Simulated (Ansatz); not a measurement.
Born–Oppenheimer molecular dynamics of C$_{2}$H$_{6}$Al (9 atoms, charge 1, multiplicity 1). It goes on from the last frame of an earlier run, with new velocities.

All numbers below come from Ansatz, RKS revPBE/6-31G*.

| Property | Result |
| --- | --- |
| ensemble | NVT, Nosé–Hoover chain |
| time step | 1 fs |
| steps asked | 100 |
| set temperature | 700 K |
| thermostat | time constant 100 fs, chain length 3 (defaults) |
| seed | 205282 |

First frame:

```xyz
9
Properties=species:S:1:pos:R:3
C -0.732 1.248 -1.190
Al -0.092 -0.019 -0.022
C 1.010 -1.236 0.956
H -1.757 1.263 -1.547
H -0.036 1.244 -2.092
H -0.548 2.290 -0.809
H 0.634 -2.228 0.779
H 0.937 -0.895 2.015
H 2.012 -1.141 0.599
```

(1) How far do the bonds stretch over the last three quarters of this one trajectory? (Pairs bonded in most of those frames.)

## Answers

(1) 
| bond | mean (Å) | spread (Å) | shortest | longest |
| --- | --- | --- | --- | --- |
| C1–Al2 | 1.954 | 0.056 | 1.86 | 2.05 |
| C1–H4 | 1.112 | 0.023 | 1.07 | 1.15 |
| C1–H5 | 1.121 | 0.063 | 1.02 | 1.21 |
| C1–H6 | 1.109 | 0.028 | 1.06 | 1.16 |
| Al2–C3 | 1.967 | 0.071 | 1.82 | 2.05 |
| C3–H7 | 1.110 | 0.012 | 1.09 | 1.13 |
| C3–H8 | 1.123 | 0.063 | 1.02 | 1.22 |
| C3–H9 | 1.111 | 0.025 | 1.07 | 1.16 |

Mean temperature of the second half: 534 K. The conserved energy stayed within 2.4 meV per atom of its start (net change 0.54 meV per atom), so the integration is sound. The mean temperature of the second half is 24 % below the set value. A run of 0.1 ps of so small a system gives no equilibrium averages. Limits of this set-up: the dipole of an ion depends on the origin.

Run time: 2.3 min on 1 thread of AMD EPYC 7R43 64-Core Processor (Zen 3), on a shared host, peak memory 0.1 GiB.
